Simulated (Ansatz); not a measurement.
## Al2H, quartet in 6-31G: errors against full CI

Geometry: a point of a breathe scan, not a stationary point.

```yaml
atoms:
  - { symbol: Al, position_ang: [0.0000, 0.0000, 0.5111] }
  - { symbol: Al, position_ang: [0.0000, 0.0000, -4.1460] }
  - { symbol: H, position_ang: [0.0000, 0.0000, 3.6349] }
```

Basis 6-31G; Ansatz 0.2.0. Only valence electrons are correlated (noble-gas cores frozen), which leaves 7 electrons in 18 orbitals. R marks a restricted (for open shells ROHF) determinant, U an unrestricted one. Active spaces: pair = (5e, 5o) about the gap; valence = (7e, 9o) chosen from the atoms' valence shells.

Full CI is exact within this basis and frozen core; it isn't the basis-set limit. The frozen core follows each run's orbitals, which can shift R against U totals by a few meV.

For open shells CISD and CISDTQ are restricted-active-space CI with the open shells as a complete middle space.

- UHF ⟨S²⟩: 3.753
- T1 diagnostic (RCCSD): 0.0241
- largest doubles amplitude (RCCSD): 0.111
- T1 diagnostic (UCCSD): 0.0230

```json
{"level": "UHF", "E − E(RHF) (eV)": "-0.0103"}
{"level": "RMP2", "E − E(RHF) (eV)": "-0.9649"}
{"level": "UMP2", "E − E(RHF) (eV)": "-0.9644"}
{"level": "RCCSD", "E − E(RHF) (eV)": "-1.6547"}
{"level": "UCCSD", "E − E(RHF) (eV)": "-1.6547"}
{"level": "RCCSD(T)", "E − E(RHF) (eV)": "-1.6679"}
{"level": "UCCSD(T)", "E − E(RHF) (eV)": "-1.6680"}
```

Task: Estimate how far full CI in 6-31G lies from RCCSD(T). The table doesn't fix it; the size of (T) and the diagnostics are the guide.

Result: Full CI in 6-31G lies 22 meV below RCCSD(T), which is 168 % of the (T) step (-13 meV). The diagnostics give no warning, yet the rest is a sizeable part of (T).

The other levels:

| level | E − E(full CI) (meV) | share of correlation (%) | wall time |
| --- | --- | --- | --- |
| CISD | 115 | 93.18 | 0.81 s |
| BCCD(T) | 22 | 98.69 | 2 s |
| RCCSDT | 2 | 99.88 | – |
| UCCSDT | 2 | 99.88 | – |
| CISDTQ | 4 | 99.77 | 6 s |
| RCCSDT(Q) | 1 | 99.95 | 3.8 s |
| UCCSDT(Q) | 1 | 99.96 | 4.2 s |
| RCCSDTQ | 0 | 100.00 | 16 s |
| UCCSDTQ | 0 | 100.00 | 16 s |
| CASSCF (valence space) | 388 | 77.03 | – |
| NEVPT2 (valence space) | 181 | 89.31 | 2.1 s |
| MRCISD (valence space) | 39 | 97.67 | – |
| MRCISD+Q (valence space) | 33 | 98.03 | 3.2 s |

The correlation energy at full CI, counted from RHF, is -1.690 eV. That run took 11 s on 1 thread of Intel Xeon 6975P-C, shared host over 327,824 determinants.

Run but not shown, since their state or frozen core can't be matched to the reference's or they repeat it: CASSCF (pair space), NEVPT2 (pair space).

Times hold each run's SCF and search for its determinant on a shared host, so for small cases they say little of a method's own cost; they ran on 1 thread of Intel Xeon 6975P-C.

The full-CI state has the irrep B1 of C2v, in the program's axes (one component, if the state is degenerate).

Natural occupations of full CI about the gap: 1.910 1.902 1.000 0.931 0.931 0.105 0.104 0.043 0.041 0.008; effectively unpaired electrons, Σ n²(2−n)², 3.14.
